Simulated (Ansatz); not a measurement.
Geometry optimisation, RKS B3LYP/STO-3G in Ansatz 0.2.0.

The input (input.yaml):

```yaml
crystal:
  periodic: [false, false, false]
  atoms:
    - { symbol: C, position_ang: [-0.3842, 0.8368, -0.6346] }
    - { symbol: O, position_ang: [0.5554, -0.1384, -0.612] }
    - { symbol: C, position_ang: [0.4406, -0.9054, 0.5656] }
    - { symbol: H, position_ang: [-1.3601, 0.4521, -0.6249] }
    - { symbol: H, position_ang: [-0.3181, 1.4335, -1.5969] }
    - { symbol: H, position_ang: [-0.3034, 1.588, 0.1914] }
    - { symbol: H, position_ang: [-0.4721, -1.4027, 0.648] }
    - { symbol: H, position_ang: [1.33155, -0.61188, -1.00381] }
    - { symbol: H, position_ang: [0.636, -0.2572, 1.5002] }
basis:
  gaussian: { orbitals: STO-3G }
hamiltonian:
  xc: b3lyp
relax:
  f_tol: 0.02
  max_steps: 50
```

Command:

```bash
$ ansatz run input.yaml --threads 1 --pin off --max-ram 2048MiB --backend cpu --events-out ev --progress --plain --runs-dir out
```

Task: Where does it end, and by what steps?

Result: The run converged. Limits of this set-up: minimal basis. After 12 steps the energy has fallen by 2.700 eV; H8 moved furthest, 0.58 Å. The start is strongly strained (largest force component 8 eV/Å).

```
step  energy less start (eV)  largest force component (eV/Å)  accepted
   0                  0.0000                           8.170       yes
   1                 -1.6584                           2.919       yes
   2                 -2.0919                           1.257       yes
   3                 -2.4177                           1.046       yes
   4                 -2.4210                           2.881       yes
   5                 -2.6316                           1.135       yes
   6                 -2.6783                           0.592       yes
   7                 -2.6817                           0.621       yes
   8                 -2.6883                           0.434       yes
   9                 -2.6983                           0.108       yes
  10                 -2.7000                           0.068       yes
  11                 -2.7004                           0.038       yes
  12                 -2.7005                           0.010       yes
```

```xyz
9
Properties=species:S:1:pos:R:3
C -0.431 0.921 -0.744
O 0.415 -0.368 -0.654
C 0.567 -1.217 0.696
H -1.471 0.602 -0.557
H -0.331 1.353 -1.757
H -0.104 1.640 0.031
H -0.519 -1.511 0.808
H 1.372 -0.064 -0.830
H 0.628 -0.362 1.440
```

Whether the end is a true minimum wasn't checked by a vibrational analysis.

Run time: 17 s on 1 thread of Intel(R) Xeon(R) Platinum 8259CL CPU @ 2.50GHz (Skylake/Cascade Lake), on a shared host, peak memory 0.12 GiB.
